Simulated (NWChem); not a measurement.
System: NO cation

The following NWChem deck was run.

```
start job
memory heap 200 mb stack 900 mb global 1100 mb
charge 1
geometry units angstroms noautoz
  N      0.000000     0.000000    -0.573251
  O      0.000000     0.000000     0.503114
end
basis spherical
  N library def2-tzvp
  O library def2-tzvp
end
dft
  xc xcamb88 1.00 lyp 0.81 vwn_5 0.19 hfexch 1.00
  cam 0.33 cam_alpha 0.19 cam_beta 0.46
  iterations 150
  mulliken
end
task dft energy
```

The geometry was optimised at PBE-D3(BJ)/def2-SVP.

**Question.** Predict the main results of this run. (CAM-B3LYP/def2-TZVP.) Quantities: energy (Ha); highest occupied level (eV); orbital gap (eV).

**Answer.** 
| Quantity | Value |
|---|---|
| energy (Ha) | -129.55 |
| highest occupied level (eV) | -26.94 |
| orbital gap (eV) | 15.06 |
